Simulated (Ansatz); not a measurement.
## How far each method lies from full CI for H₂B–BeH, singlet

Geometry: a point of a breathe scan, not a stationary point.

```xyz
5

B     0.0000    0.0000    1.6380
Be    0.0000    0.0000   -2.0933
H     0.0000    1.9983    2.9564
H     0.0000   -1.9983    2.9564
H     0.0000    0.0000   -4.7651
```

Basis 6-31G; Ansatz 0.2.0. Correlated methods freeze the noble-gas cores, which leaves 8 electrons in 22 orbitals. Prefix R: restricted or restricted open-shell reference; prefix U: unrestricted. Active spaces: valence = (8e, 11o) chosen from the atoms' valence shells; pair = (2e, 2o) about the gap.

Full CI is exact within this basis and frozen core; it isn't the basis-set limit. The frozen core follows each run's orbitals, which can shift R against U totals by a few meV.

Unrestricted rows (U) aren't spin-pure: their determinants' ⟨S²⟩ exceeds S(S+1) by up to 2.08, so they mix in states of higher spin.

- UHF ⟨S²⟩: 2.078
- T1 diagnostic (RCCSD): 0.0983
- largest doubles amplitude (RCCSD): 0.786

```json
{"level": "RHF", "E − E(full CI) (kJ/mol)": "785.2", "share of correlation (%)": "0.00", "wall time": "–"}
{"level": "UHF", "E − E(full CI) (kJ/mol)": "291.8", "share of correlation (%)": "62.84", "wall time": "–"}
{"level": "RMP2", "E − E(full CI) (kJ/mol)": "380.9", "share of correlation (%)": "51.49", "wall time": "–"}
{"level": "UMP2", "E − E(full CI) (kJ/mol)": "182.8", "share of correlation (%)": "76.72", "wall time": "–"}
{"level": "CISD", "E − E(full CI) (kJ/mol)": "254.5", "share of correlation (%)": "67.58", "wall time": "0.67 s"}
{"level": "RCCSD*", "E − E(full CI) (kJ/mol)": "66.9", "share of correlation (%)": "91.48", "wall time": "–"}
{"level": "UCCSD*", "E − E(full CI) (kJ/mol)": "14.9", "share of correlation (%)": "98.10", "wall time": "–"}
{"level": "RCCSD(T)*", "E − E(full CI) (kJ/mol)": "-50.5", "share of correlation (%)": "106.43", "wall time": "1.3 s"}
{"level": "UCCSD(T)*", "E − E(full CI) (kJ/mol)": "8.3", "share of correlation (%)": "98.94", "wall time": "3 s"}
{"level": "BCCD(T)*", "E − E(full CI) (kJ/mol)": "-73.6", "share of correlation (%)": "109.37", "wall time": "1.2 s"}
{"level": "RCCSDT*", "E − E(full CI) (kJ/mol)": "-28.5", "share of correlation (%)": "103.62", "wall time": "–"}
{"level": "UCCSDT", "E − E(full CI) (kJ/mol)": "2.6", "share of correlation (%)": "99.66", "wall time": "–"}
{"level": "RCCSDT(Q)*", "E − E(full CI) (kJ/mol)": "14.3", "share of correlation (%)": "98.18", "wall time": "2.7 s"}
{"level": "UCCSDT(Q)", "E − E(full CI) (kJ/mol)": "2.1", "share of correlation (%)": "99.74", "wall time": "12 s"}
{"level": "RCCSDTQ*", "E − E(full CI) (kJ/mol)": "-3.4", "share of correlation (%)": "100.43", "wall time": "31 s"}
{"level": "CASSCF (valence space)", "E − E(full CI) (kJ/mol)": "37.2", "share of correlation (%)": "95.26", "wall time": "–"}
{"level": "NEVPT2 (valence space)", "E − E(full CI) (kJ/mol)": "12.1", "share of correlation (%)": "98.45", "wall time": "18 s"}
{"level": "MRCISD (valence space)", "E − E(full CI) (kJ/mol)": "0.8", "share of correlation (%)": "99.90", "wall time": "–"}
{"level": "MRCISD+Q (valence space)", "E − E(full CI) (kJ/mol)": "0.4", "share of correlation (%)": "99.95", "wall time": "22 s"}
```

An asterisk marks runs whose energy the program itself flagged as in doubt.

The correlation energy at full CI, counted from RHF, is -8.138 eV. That run took 3.2 min on 1 thread of Arm Neoverse V1, shared host over 13,481,481 determinants.

Run but not shown, since their state, orbitals or frozen core can't be matched to the reference's or they repeat it: CASSCF (pair space), NEVPT2 (pair space), MRCISD (pair space), MRCISD+Q (pair space).

Times hold each run's SCF and search for its determinant on a shared host, so for small cases they say little of a method's own cost; they ran on 1 thread of Arm Neoverse V1.

Not variational, and here over 5 meV under the exact energy: RCCSD(T), BCCD(T), RCCSDT, RCCSDTQ.

The full-CI state has the irrep A1 of C2v, in the program's axes.

Natural occupations of full CI about the gap: 1.880 1.803 1.634 1.109 0.902 0.236 0.177 0.073 0.060 0.060; effectively unpaired electrons, Σ n²(2−n)², 2.83. No single determinant describes this state well, so single-reference rows can miss without a flag.
